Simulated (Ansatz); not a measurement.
A made-up structure of SiH3O2 (charge +1), singlet:

O1  (-1.121, -0.240, -0.824)
Si2  (0.189, 0.403, -0.270)
O3  (1.001, -0.016, 0.995)
H4  (1.199, 0.260, 1.904)
H5  (0.717, 1.530, -1.024)
H6  (0.893, -0.703, 1.663)
(Å)

It is relaxed with PBE-D4/def2-SVP and then PBE0-D4/def2-TZVP (Ansatz 0.2.0). Atoms count as bonded within 1.22 times the sum of their covalent radii (H–H: 0.88 Å). The end point is not checked to be a true minimum.

Does its bonding change? (Judge from chemistry; the calculation decides.)

By the calculation: No: no bond forms or breaks.

Where it ends: The first stage lowers the energy by 3.01 eV in 9 steps. It ends as SiH₃O₂ ([O][SiH][OH2]), total charge +1:
```
6
angstrom
O -0.9817 -0.5220 -0.7708
Si 0.0885 0.4506 -0.3965
O 0.8555 -0.0018 1.1490
H 1.5740 0.4395 1.6361
H 0.8106 1.6719 -0.7719
H 0.5299 -0.8053 1.5987
```

Labels in which every atom is bracketed show which atoms are joined, not bond orders.

For scale, one of the runs: PBE0-D4/def2-TZVP relaxation, 117 basis functions, launched by `ansatz run in.yaml --threads 2 --pin off --events-out ev --progress --plain --max-ram 4352MiB`. Hardware: 2 CPU threads of an Arm Neoverse V2, shared host. Wall time about 9 s.
